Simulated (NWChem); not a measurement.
Everything below was run with NWChem. System: dimethyl ether (C2H6O), charge 0, spin multiplicity 1, at a geometry optimised with PBE0/def2-SVP. Level: RHF/def2-TZVP.

NWChem printed:

```
             Northwest Computational Chemistry Package (NWChem) 7.3.0
             --------------------------------------------------------

                                NWChem Input Module
                                -------------------

 Scaling coordinates for geometry "geometry" by  1.889725989
 (inverse scale =  0.529177249)

 Turning off AUTOSYM since
 SYMMETRY directive was detected!

                             Geometry "geometry" -> ""
                             -------------------------

 Output coordinates in angstroms (scale by  1.889725989 to convert to a.u.)

  No.       Tag          Charge          X              Y              Z
 ---- ---------------- ---------- -------------- -------------- --------------
    1 C                    6.0000    -1.16107900     0.00000000    -0.18806400
    2 O                    8.0000     0.00000000     0.00000000     0.57779000
    3 C                    6.0000     1.16107900     0.00000000    -0.18806400
    4 H                    1.0000    -1.23304200    -0.89523100    -0.83951400
    5 H                    1.0000    -1.23304200     0.89523100    -0.83951400
    6 H                    1.0000    -2.02146000     0.00000000     0.49625600
    7 H                    1.0000     1.23304200    -0.89523100    -0.83951400
    8 H                    1.0000     2.02146000     0.00000000     0.49625600
    9 H                    1.0000     1.23304200     0.89523100    -0.83951400

 Effective nuclear repulsion energy (a.u.)      84.3016847105

            Nuclear Dipole moment (a.u.)
            ----------------------------
        X                 Y               Z
 ---------------- ---------------- ----------------
     0.0000000000     0.0000000000     0.0000151178

      Symmetry information
      --------------------

 Group name             C2v
 Group number             16
 Group order               4
 No. of unique centers     4

      Symmetry unique atoms

     1    2    4    6


 Summary of "ao basis" -> "" (spherical)
 ------------------------------------------------------------------------------
       Tag                 Description            Shells   Functions and Types
 ---------------- ------------------------------  ------  ---------------------
 *                         def2-tzvp                  on all atoms

 Summary of "ao basis" -> "ao basis" (spherical)
 ------------------------------------------------------------------------------
       Tag                 Description            Shells   Functions and Types
 ---------------- ------------------------------  ------  ---------------------
 C                         def2-tzvp                11       31   5s3p2d1f
 O                         def2-tzvp                11       31   5s3p2d1f
 H                         def2-tzvp                 4        6   3s1p

                                 NWChem SCF Module
                                 -----------------

  ao basis        = "ao basis"
  functions       =   129
  atoms           =     9
  closed shells   =    13
  open shells     =     0
  charge          =   0.00
  wavefunction    = RHF
  use symmetry    = T
  symmetry adapt  = T

 Summary of "ao basis" -> "ao basis" (spherical)
 ------------------------------------------------------------------------------
       Tag                 Description            Shells   Functions and Types
 ---------------- ------------------------------  ------  ---------------------
 C                         def2-tzvp                11       31   5s3p2d1f
 O                         def2-tzvp                11       31   5s3p2d1f
 H                         def2-tzvp                 4        6   3s1p

      Symmetry analysis of basis
      --------------------------

        a1         46
        a2         20
        b1         39
        b2         24

 Forming initial guess at       0.1s

      Superposition of Atomic Density Guess
      -------------------------------------

 Sum of atomic energies:        -153.12581886

      Non-variational initial energy
      ------------------------------

 Total energy =    -154.802956
 1-e energy   =    -373.555966
 2-e energy   =     134.451325
 HOMO         =      -0.342239
[...]
     1 a1          2 a2          3 b1          4 b2

  Orbital symmetries:

     1 a1          2 a1          3 b1          4 a1          5 b1
     6 a1          7 b2          8 b1          9 a1         10 a2
    11 b1         12 a1         13 b2         14 a1         15 a1
    16 b1         17 a1         18 b2         19 b1         20 a2
    21 b1         22 a1         23 b2

 Starting SCF solution at       1.1s

 ----------------------------------------------
         Quadratically convergent ROHF

 Convergence threshold     :          1.000E-07
 Maximum no. of iterations :          100
 Final Fock-matrix accuracy:          1.000E-09
 ----------------------------------------------

              iter       energy          gnorm     gmax       time
             ----- ------------------- --------- --------- --------
                 1     -154.0888516136  7.88D-01  2.03D-01      1.2
                 2     -154.1228254296  3.63D-01  9.07D-02      1.3
                 3     -154.1294296713  1.56D-02  3.87D-03      1.5
                 4     -154.1294513091  9.14D-05  2.73D-05      2.0
                 5     -154.1294513100  7.69D-09  2.60D-09      2.6

       Final RHF  results
       ------------------

         Total SCF energy =   -154.129451309964
      One-electron energy =   -376.351279970164
      Two-electron energy =    137.920143949703
 Nuclear repulsion energy =     84.301684710498

        Time for solution =      1.6s

       Symmetry analysis of molecular orbitals - final
       -----------------------------------------------

  Numbering of irreducible representations:

     1 a1          2 a2          3 b1          4 b2

  Orbital symmetries:

     1 a1          2 b1          3 a1          4 a1          5 b1
     6 a1          7 b2          8 a1          9 b1         10 a2
    11 b1         12 a1         13 b2         14 a1         15 b1
    16 a1         17 a1         18 b2         19 b1         20 a2
    21 b1         22 a1         23 b2

             Final eigenvalues
             -----------------

              1
    1  -20.5560
    2  -11.2715
    3  -11.2714
    4   -1.3851
    5   -0.9701
    6   -0.8682
    7   -0.6611
    8   -0.6536
    9   -0.6476
   10   -0.5443
   11   -0.5246
   12   -0.4799
   13   -0.4222
   14    0.1445
   15    0.1820
   16    0.2121
   17    0.2183
   18    0.2202
   19    0.2388
   20    0.2643
   21    0.3007
   22    0.3208
   23    0.3276

                       ROHF Final Molecular Orbital Analysis
                       -------------------------------------

 Vector   11  Occ=2.000000D+00  E=-5.245951D-01  Symmetry=b1
              MO Center= -3.1D-13, -3.1D-15,  6.6D-02, r^2= 3.3D+00
   Bfn.  Coefficient  Atom+Function         Bfn.  Coefficient  Atom+Function
  ----- ------------  ---------------      ----- ------------  ---------------
   107     -0.200346  6 H  s                119      0.200346  8 H  s
     6      0.186060  1 C  px                68      0.186060  3 C  px
     9      0.153420  1 C  px                71      0.153420  3 C  px

 Vector   12  Occ=2.000000D+00  E=-4.798969D-01  Symmetry=a1
              MO Center=  3.1D-13,  8.3D-15,  1.9D-01, r^2= 2.3D+00
   Bfn.  Coefficient  Atom+Function         Bfn.  Coefficient  Atom+Function
  ----- ------------  ---------------      ----- ------------  ---------------
    39      0.320163  2 O  pz                42      0.292162  2 O  pz
    45      0.203767  2 O  pz                 8     -0.171004  1 C  pz
    70     -0.171004  3 C  pz

 Vector   13  Occ=2.000000D+00  E=-4.222092D-01  Symmetry=b2
              MO Center=  4.7D-15, -6.1D-15,  2.3D-02, r^2= 2.1D+00
   Bfn.  Coefficient  Atom+Function         Bfn.  Coefficient  Atom+Function
  ----- ------------  ---------------      ----- ------------  ---------------
    38      0.379760  2 O  py                41      0.348671  2 O  py
    44      0.266225  2 O  py

 Vector   14  Occ=0.000000D+00  E= 1.445380D-01  Symmetry=a1
              MO Center=  1.7D-14,  1.2D-15, -8.2D-01, r^2= 7.5D+00
   Bfn.  Coefficient  Atom+Function         Bfn.  Coefficient  Atom+Function
  ----- ------------  ---------------      ----- ------------  ---------------
     5      3.209941  1 C  s                 67      3.209941  3 C  s
    96     -1.566211  4 H  s                102     -1.566211  5 H  s
   114     -1.566211  7 H  s                126     -1.566211  9 H  s
   108     -1.074659  6 H  s                120     -1.074659  8 H  s
    14     -0.479787  1 C  pz                76     -0.479787  3 C  pz

 Vector   15  Occ=0.000000D+00  E= 1.819854D-01  Symmetry=b1
              MO Center=  3.1D-13, -1.2D-14, -4.8D-01, r^2= 9.7D+00
   Bfn.  Coefficient  Atom+Function         Bfn.  Coefficient  Atom+Function
  ----- ------------  ---------------      ----- ------------  ---------------
     5      4.839715  1 C  s                 67     -4.839715  3 C  s
    96     -1.751977  4 H  s                102     -1.751977  5 H  s
   114      1.751977  7 H  s                126      1.751977  9 H  s
   108     -1.493597  6 H  s                120      1.493597  8 H  s
    43      0.568662  2 O  px                 4     -0.398084  1 C  s

 Vector   16  Occ=0.000000D+00  E= 2.121226D-01  Symmetry=a1
              MO Center= -4.4D-13, -1.3D-15, -1.4D-01, r^2= 6.7D+00
   Bfn.  Coefficient  Atom+Function         Bfn.  Coefficient  Atom+Function
  ----- ------------  ---------------      ----- ------------  ---------------
    36      2.697294  2 O  s                  5     -0.938869  1 C  s
    67     -0.938869  3 C  s                 14     -0.854298  1 C  pz
    76     -0.854298  3 C  pz                12     -0.741069  1 C  px
    74      0.741069  3 C  px               108      0.568742  6 H  s
   120      0.568742  8 H  s                 45     -0.459435  2 O  pz

 center of mass
 --------------
 x =   0.00000000 y =   0.00000000 z =   0.09621078

 moments of inertia (a.u.)
 ------------------
          45.129962628800           0.000000000000           0.000000000000
           0.000000000000         200.433327320169           0.000000000000
           0.000000000000           0.000000000000         178.378433819616

  Mulliken analysis of the total density
  --------------------------------------

    Atom       Charge   Shell Charges
 -----------   ------   -------------------------------------------------------
    1 C    6     6.09   0.85  1.12  0.48  0.65  0.08  1.20  1.28  0.29  0.03  0.09  0.01
    2 O    8     8.39   0.79  1.18  0.55  0.97  0.29  1.86  2.07  0.64  0.00  0.04  0.00
    3 C    6     6.09   0.85  1.12  0.48  0.65  0.08  1.20  1.28  0.29  0.03  0.09  0.01
    4 H    1     0.91   0.27  0.50  0.13  0.02
    5 H    1     0.91   0.27  0.50  0.13  0.02
    6 H    1     0.89   0.27  0.50  0.10  0.02
    7 H    1     0.91   0.27  0.50  0.13  0.02
    8 H    1     0.89   0.27  0.50  0.10  0.02
    9 H    1     0.91   0.27  0.50  0.13  0.02

       Multipole analysis of the density wrt the origin
       ------------------------------------------------

     L   x y z        total         open         nuclear
     -   - - -        -----         ----         -------
     0   0 0 0     -0.000000      0.000000     26.000000

     1   1 0 0      0.000000      0.000000      0.000000
     1   0 1 0      0.000000      0.000000      0.000000
     1   0 0 1     -0.526569      0.000000      0.000015

     2   2 0 0    -12.955081      0.000000    108.672575
     2   1 1 0      0.000000      0.000000      0.000000
     2   1 0 1      0.000000      0.000000      0.000000
     2   0 2 0    -15.033411      0.000000     11.447954
     2   0 1 1      0.000000      0.000000      0.000000
     2   0 0 2    -15.824699      0.000000     22.879174

 Task  times  cpu:        2.7s     wall:        2.7s

 Total times  cpu:        2.7s     wall:        2.7s
```

Write an NWChem input that would produce this output.

One answer among several that fit: 
```
start mol
memory heap 200 mb stack 900 mb global 1100 mb
geometry units angstroms nocenter noautoz
  C     -1.161079     0.000000    -0.188064
  O      0.000000     0.000000     0.577790
  C      1.161079     0.000000    -0.188064
  H     -1.233042    -0.895231    -0.839514
  H     -1.233042     0.895231    -0.839514
  H     -2.021460     0.000000     0.496256
  H      1.233042    -0.895231    -0.839514
  H      2.021460     0.000000     0.496256
  H      1.233042     0.895231    -0.839514
  symmetry group C2v
end
basis spherical
  * library def2-tzvp
end
scf
  rhf
  nopen 0
  maxiter 100
  thresh 1e-7
  semidirect memsize 60000000 filesize 0
end
task scf energy
```
